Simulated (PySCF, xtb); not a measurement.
Bonds broken one at a time in the series CF3-X. Isolated molecules, 0 K electronic values unless said otherwise. One relaxed conformer stands for each flexible species; it need not be the lowest. Strings in code marks are SMILES.

Quantity: homolytic bond dissociation enthalpy at 298 K (no spin–orbit term), in eV. Thermal and zero-point terms are GFN2-xTB rigid-rotor harmonic values (xtb).

Level 1: B3LYP-D3(BJ)/def2-TZVP (PySCF)
Level 2: PBE-D3(BJ)/def2-TZVP // B3LYP-D3(BJ)/def2-TZVP (PySCF)
Level 3: B3LYP/6-31G* // B3LYP-D3(BJ)/def2-TZVP (PySCF)
Level 4: PBE/6-31G* // B3LYP-D3(BJ)/def2-TZVP (PySCF)

```tsv
species	level 1	level 2	level 3	level 4
C–Si bond of `FC(F)(F)[SiH3]`, giving `F[C](F)F` and `[SiH3]`	3.52	3.49	3.50	3.52
C–Se bond of `FC(F)(F)[SeH]`, giving `F[C](F)F` and `[SeH]`	2.74	2.93	2.72	2.97
B–C bond of `BC(F)(F)F`, giving `F[C](F)F` and `[BH2]`	4.31	4.34	4.40	4.46
```
